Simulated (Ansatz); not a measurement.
Zinc-blende CdS (metastable phase): PBE at its full settings (plane-wave cutoff 520 eV, 10×10×10 k mesh, Fermi–Dirac smearing 0.01 eV, scalar-relativistic PAW data made under PBE) and at cheaper ones, in a cell of 2 atoms with Γ-centred meshes.

```
level and setting                              lattice constant a (Å)  bulk modulus (GPa)
---------------------------------------------  ----------------------  ------------------
PBE (Ansatz)                                                    5.927                53.4
PBE (2×2×2 k mesh) (Ansatz)                                     6.037                46.8
PBE (4×4×4 k mesh) (Ansatz)                                     5.931                53.3
PBE (6×6×6 k mesh) (Ansatz)                                     5.927                53.4
PBE (Fermi-Dirac smearing of 0.3 eV) (Ansatz)                   5.929                52.9
```

Largest shifts from the full settings: lattice constant a +1.86 % (PBE (2×2×2 k mesh)), against a difference of +1.63 % of the full result from the reference 5.832 Å (measured, room temperature, not corrected to a static lattice, sources range from 5.818 to 5.832; as tabulated in arXiv:1206.3780); bulk modulus -12.4 % (PBE (2×2×2 k mesh)).

Ansatz's density-functional and Hartree–Fock values are scalar-relativistic unless marked +SOC, with PAW data made under PBE.

Run with cheap settings on purpose, which may leave them unconverged: PBE (2×2×2 k mesh), PBE (4×4×4 k mesh), PBE (6×6×6 k mesh), PBE (Fermi-Dirac smearing of 0.3 eV).

Ansatz is an electronic-structure program.
